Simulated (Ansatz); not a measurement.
# CaIrO₃: computed properties

All numbers below come from DFT PBEsol, scalar-relativistic, plane waves, PAW in Ansatz 0.2.0.

Plane waves to 420 eV, a k mesh through Γ of 12×12×6 on the computed 10-atom cell and Gaussian smearing (0.10 eV); no spin polarisation.

The structure is relaxed at this level of theory with its symmetry kept.

```cif
data_structure
_symmetry_space_group_name_H-M 'P 1'
_symmetry_Int_Tables_number 1
_cell_length_a 5.0889
_cell_length_b 5.0889
_cell_length_c 7.2469
_cell_angle_alpha 90.000
_cell_angle_beta 90.000
_cell_angle_gamma 143.665
_cell_volume 111.20
loop_
_atom_site_label
_atom_site_type_symbol
_atom_site_fract_x
_atom_site_fract_y
_atom_site_fract_z
_atom_site_occupancy
Ca1 Ca 0.24805 0.75195 0.25000 1
Ca2 Ca 0.75195 0.24805 0.75000 1
Ir1 Ir 0.00000 0.00000 0.00000 1
Ir2 Ir 0.00000 0.00000 0.50000 1
O1 O 0.92348 0.07652 0.25000 1
O2 O 0.07652 0.92348 0.75000 1
O3 O 0.62626 0.37374 0.45087 1
O4 O 0.37374 0.62626 0.95087 1
O5 O 0.37374 0.62626 0.54913 1
O6 O 0.62626 0.37374 0.04913 1
```

```
Space group                                                       : Cmcm (No. 63)
Volume per atom                                                   : 11.12 Å³
Formation energy from the elements' standard states (uncorrected) : -1.774 eV/atom
Kohn–Sham band gap                                                : none (metal)
Density of states at the Fermi level                              : 10.57 states/eV per cell
Löwdin character within 0.5 eV of the Fermi level                 : Ir 5d 55 %, O 2p 41 %
Bader charges (e)                                                 : Ca (2 in the cell) 1.54, Ir (2 in the cell) 1.58, O (2 in the cell) -1.01, O (4 in the cell) -1.05
```

Spin-orbit coupling is left out, which matters for the bands of heavy elements. Spin polarisation was left out, and a magnetic state may lie lower.

A ferromagnetic start lost its moments in a first run, so spin was left out; other magnetic orders weren't tried.

Cost: 1 run of about 6.9 core-minutes, on Arm Neoverse V2 (shared hosts).